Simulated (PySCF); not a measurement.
System (SMILES): S (H2S).
Geometry (B3LYP-D3(BJ)/def2-TZVP, fixed):
```xyz
3

S      0.0018     0.0003     0.1031
H     -0.0075     0.9678    -0.8277
H     -0.0219    -0.9726    -0.8218
```
Charge 0, spin multiplicity 1.

Basis-set convergence of the isotropic shielding of S1 at HF with PySCF. GIAO, no density fitting; atoms are numbered in the order shown. All functions are spherical. No added dispersion term, no relativity. Reference: the value in pcSseg-3, 706.12 ppm, itself unsure by roughly 0.85 ppm (its mean distance from cc-pCVQZ, pcseg-3, pcSseg-2). Deviations are taken from unrounded values. Cost is core time over that of aug-pcseg-2, rough, on shared machines of one kind; a dash marks a row that isn't timed (too short, read off another run, short of memory, by another algorithm or on other hardware).

```
basis              functions  cost
-----------------  ---------  ----
pcseg-0                   17     -
6-31+G*                   26     -
pcseg-1                   28     -
6-311+G**                 42     -
aug-pcseg-1               45     -
6-311++G(2d,2p)           55     -
pcseg-2                   62     -
6-311++G(3df,3pd)         83  0.6×
aug-pcseg-2               96    1×
pcseg-3                  130    3×
aug-pcseg-3              187   10×
```

Task: Which is the smallest set listed that can be trusted to 5 ppm here, that is, within that of the reference together with its larger relatives (same family, alike in diffuse functions; a set with none to test it counts only in the reference's own line)?

Result: Of the sets listed that have larger relatives (same family, alike in diffuse functions), none stays within 5 ppm of the reference together with them. Inside, with no larger relative to test it: 6-311++G(3df,3pd), pcseg-3, aug-pcseg-3. Value minus reference: pcseg-0 81.87, 6-31+G* 21.21, pcseg-1 15.72, 6-311+G** 12.69, aug-pcseg-1 8.58, 6-311++G(2d,2p) 7.99, pcseg-2 9.10, 6-311++G(3df,3pd) 3.35, aug-pcseg-2 7.31, pcseg-3 -0.77, aug-pcseg-3 -0.88 ppm.
